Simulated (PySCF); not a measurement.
# Mg₃: fields on a plane

These are results of PBE0 in PySCF with Mg def2-TZVP; no relativity; density-fitted integrals, not measurements.

The singlet minimum has Mg–Mg 3.297 Å (×3); Mg–Mg–Mg 60.0° (×3).

The plane holds Mg1 at (0.00, 0.00), Mg2 at (3.30, 0.00), Mg3 at (1.65, 2.86) Å. Columns run from x = -1.95 to 5.55 Å, rows from y = 5.25 (top) to -1.95 Å, in steps of 0.3 Å. Other isomers or separated fragments may lie lower.

Problem. Give the electron localisation function (set to 0 where the density is under 0.005 e/Å³). Every second row and column.

Solution. 
```
0.00 0.00 0.00 0.00 0.00 0.83 0.90 0.83 0.00 0.00 0.00 0.00 0.00
0.00 0.00 0.00 0.63 0.96 0.99 0.99 0.99 0.96 0.00 0.00 0.00 0.00
0.00 0.00 0.00 0.92 0.98 0.77 0.45 0.78 0.98 0.92 0.00 0.00 0.00
0.00 0.00 0.47 0.94 0.74 0.06 0.54 0.06 0.75 0.94 0.47 0.00 0.00
0.00 0.00 0.40 0.87 0.44 0.52 1.00 0.51 0.45 0.86 0.39 0.00 0.00
0.00 0.23 0.42 0.72 0.72 0.05 0.48 0.05 0.73 0.72 0.41 0.23 0.00
0.42 0.77 0.82 0.81 0.81 0.64 0.39 0.64 0.81 0.81 0.82 0.77 0.42
0.89 0.96 0.64 0.18 0.35 0.60 0.42 0.60 0.34 0.18 0.65 0.96 0.89
0.98 0.88 0.05 0.80 0.38 0.29 0.57 0.29 0.38 0.79 0.05 0.88 0.98
0.99 0.81 0.10 0.69 0.79 0.19 0.78 0.18 0.80 0.70 0.10 0.82 0.99
0.98 0.97 0.16 0.10 0.05 0.65 0.80 0.65 0.05 0.10 0.17 0.97 0.98
0.91 0.99 0.96 0.79 0.84 0.85 0.63 0.85 0.84 0.79 0.96 0.99 0.91
0.00 0.90 0.97 0.97 0.90 0.59 0.32 0.60 0.90 0.97 0.97 0.90 0.00
```

Problem. Give the electron density (e/Å³) (cut at 5 e/Å³). Lower edges of the bins (e/Å³): '0' 0.000, '1' 0.030, '2' 0.076, '3' 0.151, '4' 0.268, '5' 0.455, '6' 0.750, '7' 1.218, '8' 1.960, '9' 3.136; top 5.00.

Solution. 
```
00000000000000000000000000
00000000000000000000000000
00000000000000000000000000
00000000001111100000000000
00000000111111111000000000
00000000112232211000000000
00000001123575321100000000
00000001125999521100000000
00000011237999632110000000
00000011225999522110000000
00000011223565322110000000
00000111222232222111000000
00001111222222222111100000
00011122222222222221110000
00111222222212222222111000
00112344322212223443211000
01123699632222236996321100
01124999942222249999421100
01124999942222249999421100
01123699632222236996321100
00112344322111223443211000
00111222211111112222111000
00011111111111111111110000
00000111100000001111000000
00000000000000000000000000
```
